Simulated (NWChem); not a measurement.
Program: NWChem. System: diphosphorus (P$_{2}$), charge 0, spin multiplicity 1, at a geometry optimised with PBE/def2-SVP. Level: BP86/def2-TZVP.

NWChem printed:

```
             Northwest Computational Chemistry Package (NWChem) 7.3.0
             --------------------------------------------------------

                                NWChem Input Module
                                -------------------

 Scaling coordinates for geometry "geometry" by  1.889725989
 (inverse scale =  0.529177249)

 Turning off AUTOSYM since
 SYMMETRY directive was detected!

                             Geometry "geometry" -> ""
                             -------------------------

 Output coordinates in angstroms (scale by  1.889725989 to convert to a.u.)

  No.       Tag          Charge          X              Y              Z
 ---- ---------------- ---------- -------------- -------------- --------------
    1 P                   15.0000     0.00000000     0.00000000     0.95769500
    2 P                   15.0000     0.00000000     0.00000000    -0.95769500

 Effective nuclear repulsion energy (a.u.)      62.1622129305

            Nuclear Dipole moment (a.u.)
            ----------------------------
        X                 Y               Z
 ---------------- ---------------- ----------------
     0.0000000000     0.0000000000     0.0000000000

      Symmetry information
      --------------------

 Group name             D2h
 Group number             26
 Group order               8
 No. of unique centers     1

      Symmetry unique atoms

     1


 Summary of "ao basis" -> "" (spherical)
 ------------------------------------------------------------------------------
       Tag                 Description            Shells   Functions and Types
 ---------------- ------------------------------  ------  ---------------------
 *                         def2-tzvp                  on all atoms

  perdew86 is a nonlocal functional; adding perdew81 local functional.

                                 NWChem DFT Module
                                 -----------------

 Summary of "ao basis" -> "ao basis" (spherical)
 ------------------------------------------------------------------------------
       Tag                 Description            Shells   Functions and Types
 ---------------- ------------------------------  ------  ---------------------
 P                         def2-tzvp                13       37   5s5p2d1f

 Summary of "ao basis" -> "ao basis" (spherical)
 ------------------------------------------------------------------------------
       Tag                 Description            Shells   Functions and Types
[...]
 Vector   14  Occ=2.000000D+00  E=-2.615995D-01  Symmetry=b3u
              MO Center= -4.5D-18, -3.2D-28,  1.4D-16, r^2= 2.3D+00
   Bfn.  Coefficient  Atom+Function         Bfn.  Coefficient  Atom+Function
  ----- ------------  ---------------      ----- ------------  ---------------
    15      0.346105  1 P  px                52      0.346105  2 P  px
    18      0.205784  1 P  px                55      0.205784  2 P  px
    12      0.149440  1 P  px                49      0.149440  2 P  px
     6     -0.133756  1 P  px                43     -0.133756  2 P  px
     9     -0.058231  1 P  px                46     -0.058231  2 P  px

 Vector   15  Occ=2.000000D+00  E=-2.615995D-01  Symmetry=b2u
              MO Center= -3.2D-28, -1.1D-18, -3.6D-17, r^2= 2.3D+00
   Bfn.  Coefficient  Atom+Function         Bfn.  Coefficient  Atom+Function
  ----- ------------  ---------------      ----- ------------  ---------------
    16      0.346105  1 P  py                53      0.346105  2 P  py
    19      0.205784  1 P  py                56      0.205784  2 P  py
    13      0.149440  1 P  py                50      0.149440  2 P  py
     7     -0.133756  1 P  py                44     -0.133756  2 P  py
    10     -0.058231  1 P  py                47     -0.058231  2 P  py

 Vector   16  Occ=0.000000D+00  E=-1.293370D-01  Symmetry=b2g
              MO Center=  4.6D-14,  1.9D-28,  7.8D-17, r^2= 3.3D+00
   Bfn.  Coefficient  Atom+Function         Bfn.  Coefficient  Atom+Function
  ----- ------------  ---------------      ----- ------------  ---------------
    18      0.423439  1 P  px                55     -0.423439  2 P  px
    15      0.377247  1 P  px                52     -0.377247  2 P  px
    12      0.168670  1 P  px                49     -0.168670  2 P  px
     6     -0.140040  1 P  px                43      0.140040  2 P  px
     9     -0.061161  1 P  px                46      0.061161  2 P  px

 Vector   17  Occ=0.000000D+00  E=-1.293370D-01  Symmetry=b3g
              MO Center=  1.9D-28,  4.6D-14,  1.5D-16, r^2= 3.3D+00
   Bfn.  Coefficient  Atom+Function         Bfn.  Coefficient  Atom+Function
  ----- ------------  ---------------      ----- ------------  ---------------
    19      0.423439  1 P  py                56     -0.423439  2 P  py
    16      0.377247  1 P  py                53     -0.377247  2 P  py
    13      0.168670  1 P  py                50     -0.168670  2 P  py
     7     -0.140040  1 P  py                44      0.140040  2 P  py
    10     -0.061161  1 P  py                47      0.061161  2 P  py

 Vector   18  Occ=0.000000D+00  E= 2.202490D-02  Symmetry=b1u
              MO Center= -1.5D-16, -1.5D-16,  1.1D-14, r^2= 5.9D+00
   Bfn.  Coefficient  Atom+Function         Bfn.  Coefficient  Atom+Function
  ----- ------------  ---------------      ----- ------------  ---------------
     5      1.730700  1 P  s                 42     -1.730700  2 P  s
    20     -1.349830  1 P  pz                57     -1.349830  2 P  pz
    17     -0.439415  1 P  pz                54     -0.439415  2 P  pz
     3     -0.163020  1 P  s                 40      0.163020  2 P  s
     4      0.147786  1 P  s                 41     -0.147786  2 P  s

 center of mass
 --------------
 x =   0.00000000 y =   0.00000000 z =   0.00000000

 moments of inertia (a.u.)
 ------------------
         202.897191779097           0.000000000000           0.000000000000
           0.000000000000         202.897191779097           0.000000000000
           0.000000000000           0.000000000000           0.000000000000

     Multipole analysis of the density
     ---------------------------------

     L   x y z        total         alpha         beta         nuclear
     -   - - -        -----         -----         ----         -------
     0   0 0 0     -0.000000    -15.000000    -15.000000     30.000000

     1   1 0 0     -0.000000     -0.000000     -0.000000      0.000000
     1   0 1 0     -0.000000     -0.000000     -0.000000      0.000000
     1   0 0 1     -0.000000     -0.000000     -0.000000      0.000000

     2   2 0 0    -19.212020     -9.606010     -9.606010      0.000000
     2   1 1 0      0.000000      0.000000      0.000000      0.000000
     2   1 0 1      0.000000      0.000000      0.000000      0.000000
     2   0 2 0    -19.212020     -9.606010     -9.606010      0.000000
     2   0 1 1      0.000000      0.000000      0.000000      0.000000
     2   0 0 2    -18.723501    -58.491367    -58.491367     98.259232

 Task  times  cpu:        0.8s     wall:        0.8s

 Total times  cpu:        0.9s     wall:        0.9s
```

Q: Write an NWChem input that would produce this output.

A: One answer among several that fit: 
```
start mol
memory heap 200 mb stack 900 mb global 1100 mb
geometry units angstroms nocenter noautoz
  P      0.000000     0.000000     0.957695
  P      0.000000     0.000000    -0.957695
  symmetry group D2h
end
basis spherical
  * library def2-tzvp
end
dft
  xc becke88 perdew86
  semidirect memsize 60000000 filesize 0
  iterations 100
end
task dft energy
```
